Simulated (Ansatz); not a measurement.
## Strength of the C–H bond: C3H6 → C3H5 + H

Species: C3H6 (propene) `C=CC`, singlet; C3H5 `[CH2]C=C`, doublet; H atom, doublet. 

Shapes, held fixed at every level: PBE0-D4/def2-TZVP. Flexible molecules stand in one conformer, not always the lowest. Programs: Ansatz 0.2.0. The zero-point and thermal change to 298 K, harmonic and unscaled (PBE0-D4/def2-TZVP), is -30.0 kJ/mol.

Problem. Estimate ΔH(298 K) of this reaction.

Solution. B2PLYP/def2-TZVPP gives ΔH(298 K) = +358.3 kJ/mol; the levels span +337.8 to +392.8. The median of the levels is +355.8. No measured value is set beside it here. Spin contamination: C3H5 (⟨S²⟩ up to 0.95). Open shells run unrestricted unless RO is named. Times are processor times on shared x86 and Arm servers, and rough.

```json
{"level": "SPW92/def2-TZVPP", "kind": "LDA", "ΔH(298 K) (kJ/mol)": "+392.8", "CPU time (sum over the molecules)": "3.3 s"}
{"level": "PBE-D4/def2-TZVPP", "kind": "GGA", "ΔH(298 K) (kJ/mol)": "+346.9", "CPU time (sum over the molecules)": "6.9 s"}
{"level": "r2SCAN-D4/def2-TZVPP", "kind": "meta-GGA", "ΔH(298 K) (kJ/mol)": "+337.8", "CPU time (sum over the molecules)": "13 s"}
{"level": "B3LYP-D4/def2-TZVPP", "kind": "global hybrid", "ΔH(298 K) (kJ/mol)": "+353.2", "CPU time (sum over the molecules)": "9 s"}
{"level": "r2SCAN0-D4/def2-TZVPP", "kind": "global hybrid", "ΔH(298 K) (kJ/mol)": "+338.2", "CPU time (sum over the molecules)": "13 s"}
{"level": "wB97M-V/def2-TZVPP", "kind": "range-separated hybrid", "ΔH(298 K) (kJ/mol)": "+364.9", "CPU time (sum over the molecules)": "25 s"}
{"level": "wB97X-V/def2-TZVPP", "kind": "range-separated hybrid", "ΔH(298 K) (kJ/mol)": "+362.3", "CPU time (sum over the molecules)": "20 s"}
{"level": "B2PLYP/def2-TZVPP", "kind": "double hybrid", "ΔH(298 K) (kJ/mol)": "+358.3", "CPU time (sum over the molecules)": "12 s"}
```
